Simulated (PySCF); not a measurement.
Species: phosphorus pentafluoride, PF₅.
Numbering: `[F:1][P:2]([F:3])([F:4])([F:5])[F:6]`

The same species was optimised twice, with GFN2-xTB and with PBE0-D3(BJ)/def2-SVP (PySCF), and the same property calculations (PySCF, gas phase) were run on both structures.

```json
{"coordinate": "P2–F5 (Å)", "GFN2-xTB": "1.559", "PBE0-D3(BJ)/def2-SVP": "1.569", "change": "+0.010"}
{"coordinate": "P2–F4 (Å)", "GFN2-xTB": "1.560", "PBE0-D3(BJ)/def2-SVP": "1.569", "change": "+0.009"}
{"coordinate": "P2–F3 (Å)", "GFN2-xTB": "1.559", "PBE0-D3(BJ)/def2-SVP": "1.568", "change": "+0.009"}
{"coordinate": "P2–F6 (Å)", "GFN2-xTB": "1.589", "PBE0-D3(BJ)/def2-SVP": "1.593", "change": "+0.004"}
{"coordinate": "F1–P2 (Å)", "GFN2-xTB": "1.589", "PBE0-D3(BJ)/def2-SVP": "1.593", "change": "+0.004"}
{"coordinate": "F4–P2–F5 (°)", "GFN2-xTB": "120.3", "PBE0-D3(BJ)/def2-SVP": "120.5", "change": "+0.2"}
{"coordinate": "F3–P2–F4 (°)", "GFN2-xTB": "120.0", "PBE0-D3(BJ)/def2-SVP": "119.8", "change": "-0.2"}
{"coordinate": "F1–P2–F5 (°)", "GFN2-xTB": "90.0", "PBE0-D3(BJ)/def2-SVP": "89.8", "change": "-0.2"}
{"coordinate": "F1–P2–F6 (°)", "GFN2-xTB": "179.9", "PBE0-D3(BJ)/def2-SVP": "179.8", "change": "-0.1"}
{"coordinate": "F1–P2–F3 (°)", "GFN2-xTB": "90.1", "PBE0-D3(BJ)/def2-SVP": "90.1", "change": "0.0"}
{"coordinate": "F3–P2–F5 (°)", "GFN2-xTB": "119.7", "PBE0-D3(BJ)/def2-SVP": "119.7", "change": "0.0"}
{"coordinate": "F3–P2–F6 (°)", "GFN2-xTB": "90.1", "PBE0-D3(BJ)/def2-SVP": "90.1", "change": "0.0"}
{"coordinate": "F4–P2–F6 (°)", "GFN2-xTB": "89.9", "PBE0-D3(BJ)/def2-SVP": "90.0", "change": "+0.1"}
```

Rotational constants: A = 3647, B = 3063, C = 3055 MHz (GFN2-xTB) against A = 3605, B = 3043, C = 3028 MHz (PBE0-D3(BJ)/def2-SVP). Point groups within 0.08 Å: D3h and D3h. Atoms that the bonding makes alike are paired by their places after alignment.

On the GFN2-xTB structure: HOMO (eV) -12.21 [PBE0/pcSseg-1]; LUMO (eV) 0.15 [PBE0/pcSseg-1]; GIAO shielding of F1/F6 (mean) (ppm) 231.0 [PBE0/pcSseg-1]; GIAO shielding of P2 (ppm) 373.2 [PBE0/pcSseg-1]; GIAO shielding of F3/F4/F5 (mean) (ppm) 236.9 [PBE0/pcSseg-1].

Question: What do these properties become on the PBE0-D3(BJ)/def2-SVP structure?

Answer: 
| property | level | on GFN2-xTB | on PBE0-D3(BJ)/def2-SVP | change |
| --- | --- | --- | --- | --- |
| HOMO (eV) | PBE0/pcSseg-1 | -12.21 | -12.23 | -0.02 |
| LUMO (eV) | PBE0/pcSseg-1 | 0.15 | -0.05 | -0.20 |
| energy, GFN2-xTB geometry as zero (kcal/mol) | PBE0/pcSseg-1 | 0.0 | -0.2 | -0.2 |
| GIAO shielding of F1/F6 (mean) (ppm) | PBE0/pcSseg-1 | 231.0 | 226.5 | -4.5 |
| GIAO shielding of P2 (ppm) | PBE0/pcSseg-1 | 373.2 | 369.1 | -4.1 |
| GIAO shielding of F3/F4/F5 (mean) (ppm) | PBE0/pcSseg-1 | 236.9 | 231.9 | -5.0 |

The heavy atoms differ by 0.007 Å rms after alignment. Among bonds between heavy atoms P2–F3, P2–F4 and P2–F5 change most and about equally (+0.009 to +0.010 Å). Changes are differences of the printed values. Neither structure is proved a minimum here.
